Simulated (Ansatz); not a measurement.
Consider the substitution at a C–O bond: `NC(N)(O)F` + `SS` → `NC(N)(F)SS` + H₂O.

Calculated with Ansatz (gas phase, PBE0-D4/def2-TZVP geometries, no zero-point term in ΔE). CCSD(T)/CBS adds triple-zeta CCSD(T) − MP2 to the extrapolated MP2 energy (def2 sets, frozen cores). This one scheme is used for every species. Functionals use def2-TZVPP. Each species was taken in one conformer, which may not be the lowest.

| level | ΔE (kcal/mol) |
| --- | --- |
| LDA (SPW92) | -2.4 |
| PBE0-D4 | -1.7 |

Problem. What does CCSD(T)/CBS give? (Estimate.)

Solution. Ansatz gave: -2.4 kcal/mol. The listed levels differ from it by 0.0, 0.7 kcal/mol.

Problem. What do rigid-rotor, harmonic-oscillator terms from PBE0-D4/def2-TZVP frequencies (298.15 K, 1 bar) make of the CCSD(T)/CBS value? (Estimate.)

Solution. Computed: ΔZPE = -0.4 kcal/mol, ΔH = -1.9 kcal/mol, ΔS = -12 J/(mol·K), ΔG = -1.1 kcal/mol.

Largest T1 diagnostic among the species: 0.012.

From r2SCAN to r2SCAN0 (25 % exact exchange), in def2-TZVPP and without D4, ΔE moves by +1.5 kcal/mol. Leaving LDA and LC-ωPBE aside and taking each functional with its dispersion term where it has one, the values, not all of them listed here, spread over 5.5 kcal/mol, from revPBE-D4 to BHLYP-D4. In def2-TZVPP, CCSD(T) changes the Hartree–Fock value by −7.8 kcal/mol (the triples alone add −1.7 kcal/mol) and MP2 by −10.5 kcal/mol.

CCSD(T)/CBS has its own doubt, a few kJ/mol and more with outer-core shells, so smaller differences from it don't rank the levels.
